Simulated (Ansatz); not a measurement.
Relaxed structures of CH5BN, doublet (PBE0-D4/def2-TZVP; forces vanish, vibrations not checked; lower isomers may exist, and structures with a doubtful reference or unclear bonds are left out; Å). Program: Ansatz 0.2.0. Basis: def2-TZVPP. Cores are frozen in the correlated methods; orbitals are unrestricted.

(1) Rank them by CCSD(T) energy, lowest first, and give each one's height above the lowest. Links in brackets join atoms within 1.22 times the sum of their covalent radii (1.1 for two metals). (To be estimated.)
A.
CH₅BN ([BH2][CH][NH2])
```
8
angstrom
B -1.0070 0.5619 -0.5622
C 0.2339 0.3699 0.2571
N 0.8613 -0.8125 0.3970
H -1.4815 -0.3853 -1.1332
H -1.5144 1.6416 -0.6442
H 0.7196 1.1770 0.8006
H 1.6921 -0.9243 0.9497
H 0.4960 -1.6282 -0.0647
```
B.
CH₅BN ([CH2][BH][NH2])
```
8
angstrom
B 0.2599 0.4018 0.2833
C -1.0063 0.5693 -0.5599
N 0.8783 -0.8484 0.3998
H -1.4773 -0.2521 -1.0966
H -1.5148 1.5210 -0.6749
H 0.7591 1.3245 0.8654
H 1.7099 -1.0003 0.9431
H 0.5334 -1.6793 -0.0515
```
C.
CH₅BN ([BH2][NH][CH2])
```
8
angstrom
B -0.9794 0.5595 -0.5434
C 0.8624 -0.8383 0.3912
N 0.1841 0.3341 0.2132
H -1.4719 -0.3642 -1.1213
H -1.4242 1.6677 -0.5745
H 0.5895 1.1231 0.6960
H 1.7485 -0.8565 1.0062
H 0.4874 -1.7254 -0.0951
```

The T1 diagnostic stays at or below 0.019. ⟨S²⟩ of the unrestricted Hartree–Fock references: 0.76 to 0.77 (a pure state has 0.75).

## Answers

(1) By the calculation: B (0.00 kcal/mol), C (15.15 kcal/mol), A (25.95 kcal/mol). Heights count from the lowest.

For scale, one of the runs: CCSD(T)/def2-TZVPP, 163 basis functions, launched by `ansatz run in.yaml --threads 2 --pin off --events-out ev --progress --plain --max-ram 4352MiB`. The run took 37 s on 2 CPU threads of an Intel Xeon (shared host), with 3.4 GiB of host memory at its peak.
